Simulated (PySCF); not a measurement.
# BH2Cl (SMILES BCl) at PBE/STO-3G

Aim: the energy change on altering one bond length of BH2Cl at PBE/STO-3G, from 2 runs. The job is set up through a Python script.

The results are computed with PySCF 2.14.0.

10 further runs of the same task are left out: 10 set aside as unsound or not needed.

## (1) The structure to begin with

The species is BH2Cl (4 atoms), meant as a singlet with charge 0. As SMILES, `BCl`. Geometry: relaxed at PBE0-D4/def2-TZVP.

Bond lengths: B1–Cl2 1.733 Å, B1–H3 1.190 Å, B1–H4 1.190 Å. Angles: Cl2–B1–H3 118.1°, Cl2–B1–H4 118.1°, H3–B1–H4 123.7°.

## (2) A single-point energy at PBE/STO-3G

Contents of geometry.xyz:

```xyz
4

B     -0.116700     0.021700    -0.075300
Cl     1.365000    -0.395300     0.721200
H     -1.106200    -0.559500     0.240400
H     -0.086600     0.872800    -0.906600
```

Contents of input.py:

```python
from pyscf import gto, dft

mol = gto.M(
    atom='geometry.xyz',
    basis='sto-3g',
    verbose=3,
    spin=0,
    max_memory=1860,
)

mf = dft.RKS(mol, xc='pbe')
mf.grids.level = 5
mf.conv_tol = 1e-10
mf.kernel()
if not mf.converged:
    mf = mf.newton().run(mf.mo_coeff, mf.mo_occ)

energy = mf.e_tot
print('Final energy', energy)
```

Started as:

```bash
OMP_NUM_THREADS=1 python input.py
```

Standard output:

```text
converged SCF energy = -480.682952278945
Final energy -480.68295227894544
```

Wall time 1.9 s (1 thread of Arm Neoverse V1, shared host); peak memory 0.18 GiB.

## (3) The distorted shape at the same level

Contents of start.xyz:

```xyz
4

B     -0.857556     0.230202    -0.473553
Cl     1.365000    -0.395300     0.721200
H     -1.847056    -0.350998    -0.157853
H     -0.827456     1.081302    -1.304853
```

Contents of run.py:

```python
from pyscf import gto, dft

mol = gto.M(
    atom='start.xyz',
    charge=0,
    max_memory=1860,
    spin=0,
    basis='sto-3g',
    verbose=3,
)

ks = dft.RKS(mol, xc='pbe')
ks.conv_tol = 1e-10
ks.grids.level = 5
ks.kernel()
if not ks.converged:
    ks = ks.newton().run(ks.mo_coeff, ks.mo_occ)

energy = ks.e_tot
print('E = %.10f Eh' % energy)
```

Started as:

```bash
OMP_NUM_THREADS=1 python run.py
```

Standard output:

```text
converged SCF energy = -480.557570244739
E = -480.5575702447 Eh
```

Run time: 2.4 s. Hardware: 1 thread of Arm Neoverse V1, shared host; peak memory 0.18 GiB.

## (4) Results

At PBE/STO-3G:

```
                                                          quantity          value
                                         first shape: total energy  -480.68295 Eh
                                        first shape: dipole moment         0.75 D
                                          first shape: HOMO energy       -5.71 eV
                                          first shape: LUMO energy       -0.65 eV
                                        first shape: HOMO–LUMO gap        5.06 eV
                                     distorted shape: total energy  -480.55757 Eh
                                    distorted shape: dipole moment         3.36 D
                                      distorted shape: HOMO energy       -4.15 eV
                                      distorted shape: LUMO energy       -2.15 eV
                                    distorted shape: HOMO–LUMO gap        2.00 eV
energy change with the B1–Cl2 bond stretched from 1.733 to 2.600 Å       3.412 eV
```

In words: With the B1–Cl2 bond stretched from 1.733 to 2.600 Å the energy rises by 3.41 eV (79 kcal/mol). The first shape isn't relaxed at this level, so the change isn't measured from a minimum. The minimal basis adds a large error of its own. Mulliken charges (first shape) run from -0.13 on Cl2 to +0.15 on B1; they depend strongly on the basis. Mulliken charges (distorted shape) run from -0.27 on Cl2 to +0.25 on B1; they depend strongly on the basis.
